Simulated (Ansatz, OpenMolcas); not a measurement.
# SiH3Cl (chlorosilane): the energy, rung by rung

The species is SiH3Cl (5 atoms), meant as a singlet with charge 0. As SMILES, `[SiH3]Cl`. The coordinates come from a PBE0-D4/def2-TZVP relaxation.

```xyz
5

Si   -0.1120    0.0186   -0.0309
Cl    1.8383   -0.5135    0.3299
H    -0.9509   -0.4883    1.0791
H    -0.5347   -0.5857   -1.3149
H    -0.1908    1.4954   -0.1047
```

Quantity: the energy change with the Si1–H4 bond stretched from 1.481 to 3.702 Å, in eV. The values are calculated.

```tsv
level	kind	program	value (eV)	less FCI/STO-3G
CAM-B3LYP/STO-3G (restricted)	range-separated hybrid	Ansatz	8.19	+3.34
HSE06/STO-3G (restricted)	range-separated hybrid	Ansatz	7.60	+2.75
B2PLYP/STO-3G (restricted)	double hybrid	Ansatz	6.70	+1.85
CASPT2(2,2)/STO-3G	multireference	OpenMolcas	4.87	+0.02
CASSCF(2,2)/STO-3G	multireference	OpenMolcas	4.87	+0.02
MRCI(2,2)/STO-3G	multireference	OpenMolcas	4.86	+0.01
SC-NEVPT2(2,2)/STO-3G	multireference	OpenMolcas	4.88	+0.03
CCSD/STO-3G (restricted)	coupled cluster or CI	Ansatz	5.02	+0.17
FCI/STO-3G	exact in the basis	Ansatz	4.85	0.00
```

FCI/STO-3G is exact within its basis and frozen core, so for wave-function methods in that basis the difference is their error; functionals converge differently with the basis, so for them it is only a difference. The first shape isn't each level's own minimum. The values span 4.85 to 8.19 eV. All rows use very small basis sets, so even the best lies far from the true value.
